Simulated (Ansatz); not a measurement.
# CH3AlS: one species, many methods

An exercise on one series of results from a longer session: the logs are not shown, and one member is left open.

Program: Ansatz 0.2.0, Gaussian basis. Level of theory: functionals in def2-TZVPP, the program's frozen cores in correlated methods. These are calculated values, not measurements.

Plan: LDA (SPW92), PBE-D4, revPBE-D4, BLYP-D4, r2SCAN-D4, B97M-V, PBE0-D4, B3LYP-D4, r2SCANh-D4, r2SCAN0-D4, HSE06-D4, BHLYP-D4, CAM-B3LYP-D4, LC-ωPBE, ωB97X-V, ωB97M-V, B2PLYP, PBE-QIDH; CCSD(T)/def2-SVP; CCSD(T)/def2-TZVPP; MP2/def2-QZVPP; extrapolation to the limit; RPA on PBE.

1 further run of the same task is left out (it didn't finish).

### Structure used throughout

An earlier PBE0-D4 in a triple-zeta def2 set relaxation fixed the geometry.

SMILES `[CH2]1[AlH][S]1`, 6 atoms, charge 0, spin multiplicity 1.

Atoms are counted from 1 here; the program's logs count them from 0.

Bond lengths: C1–Al2 1.913 Å, C1–S3 1.909 Å, C1–H4 1.087 Å, C1–H5 1.087 Å, Al2–S3 2.115 Å, Al2–H6 1.567 Å. Angles: Al2–C1–S3 67.2°, Al2–C1–H4 122.7°, Al2–C1–H5 122.7°, S3–C1–H4 111.1°, S3–C1–H5 111.1°, H4–C1–H5 111.3°, C1–Al2–S3 56.3°, C1–Al2–H6 155.5°, S3–Al2–H6 148.2°, C1–S3–Al2 56.5°.

The first run:

File in.yaml:

```yaml
crystal:
  periodic: [false, false, false]
  atoms:
    - {symbol: C, position_ang: [-0.232493, -0.185651, -0.764286]}
    - {symbol: Al, position_ang: [0.239766, 0.501582, 0.957014]}
    - {symbol: S, position_ang: [0.528854, -1.511881, 0.378437]}
    - {symbol: H, position_ang: [-1.254360, -0.440929, -1.033998]}
    - {symbol: H, position_ang: [0.382441, -0.029699, -1.647268]}
    - {symbol: H, position_ang: [0.377894, 1.602579, 2.064003]}
basis:
  gaussian: {orbitals: def2-TZVPP}
hamiltonian: {xc: lda}
output: {orbitals: {seedname: orbitals}}
```

On the command line:

```bash
ansatz run in.yaml --threads 2 --pin off --events-out ev --progress --plain --max-ram 4352MiB
```

Among the steps run: LDA; PBE-D4 (GGA); revPBE-D4 (GGA); BLYP-D4 (GGA); r2SCAN-D4 (meta-GGA); B97M-V (meta-GGA); PBE0-D4 (hybrid); B3LYP-D4 (hybrid); r2SCANh-D4 (hybrid); r2SCAN0-D4 (hybrid); HSE06-D4 (hybrid); BHLYP-D4 (hybrid); CAM-B3LYP-D4 (range-separated); LC-ωPBE (range-separated); ωB97X-V (range-separated); ωB97M-V (range-separated); B2PLYP (double hybrid); PBE-QIDH (double hybrid).

One of the session's tables, all rows but one given; the rest of the session is left out.

It belongs to the step «Orbital energies across the functionals». 

| functional | HOMO (eV) | LUMO (eV) | gap (eV) |
| --- | --- | --- | --- |
| LDA (SPW92) | -5.91 | -2.28 | 3.62 |
| PBE-D4 | -5.79 | -2.06 | 3.73 |
| revPBE-D4 | -5.74 | -1.96 | 3.79 |
| BLYP-D4 | -5.61 | -1.94 | 3.67 |
| r2SCAN-D4 | -6.00 | -1.74 | 4.27 |
| B97M-V | -6.05 | -1.90 | 4.15 |
| PBE0-D4 | -6.90 | -1.32 | 5.59 |
| B3LYP-D4 | -6.66 | -1.51 | 5.14 |
| r2SCANh-D4 | -6.42 | -1.49 | 4.93 |
| r2SCAN0-D4 | -7.04 | -1.13 | 5.92 |
| HSE06-D4 | -6.51 | -1.68 | 4.82 |
| BHLYP-D4 | -7.87 | -0.56 | 7.31 |
| CAM-B3LYP-D4 | -8.17 | -0.40 | 7.77 |
| LC-ωPBE | -9.52 | 0.66 | 10.18 |
| ωB97X-V | -9.17 | 0.56 | 9.73 |
| ωB97M-V | ? | ? | ? |

Estimate the missing values for ωB97M-V.

As computed: HOMO (eV): -9.00; LUMO (eV): 0.30; gap (eV): 9.30. In the column «HOMO (eV)» it lies between ωB97X-V (-9.17) and CAM-B3LYP-D4 (-8.17).
